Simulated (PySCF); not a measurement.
Does the answer move with the share of exact exchange?

Magnesium dihydride, MgH₂.
Numbering: `[MgH2:1]` (hydrogens: H2, H3 on Mg1)

PySCF, def2-SVPD basis, density fitting, gas phase, PBE0-D3(BJ)/def2-SVP geometry; singlet excitations by full TDDFT with frozen cores, triplets by Tamm–Dancoff TDDFT and ionisation energies by ΔSCF, from the lowest of the holes tried. One functional is left out:

| functional | exact exchange (%) | HOMO energy (eV) | LUMO energy (eV) | lowest singlet excitation (eV) | lowest triplet excitation (eV) | mean polarisability (au) | vertical ionisation energy (eV) |
| --- | --- | --- | --- | --- | --- | --- | --- |
| LDA | 0 | -6.10 | -1.42 | 4.78 | 4.50 | 36.6 | 9.49 |
| PBE | 0 | -6.06 | -1.27 | 4.84 | 4.51 | 35.8 | 9.43 |
| PBE0 | 25 | -7.22 | -0.68 | 5.23 | 4.83 | 34.2 | 9.61 |
| BHandHLYP | 50 | -8.34 | -0.22 | 5.54 | 5.13 | 32.3 | 9.68 |

Problem. Predict the row of B3LYP (20 % exact exchange) by straight lines through the other rows, and check it.

Solution. 
```csv
property,line,computed,computed − line,"PBE0 (25 %), for comparison"
HOMO energy (eV),-6.99,-7.06,-0.07,-7.22
LUMO energy (eV),-0.87,-0.90,-0.03,-0.68
lowest singlet excitation (eV),5.12,5.15,+0.03,5.23
lowest triplet excitation (eV),4.76,4.82,+0.06,4.83
mean polarisability (au),34.6,34.0,-0.6,34.2
vertical ionisation energy (eV),9.56,9.66,+0.10,9.61
```
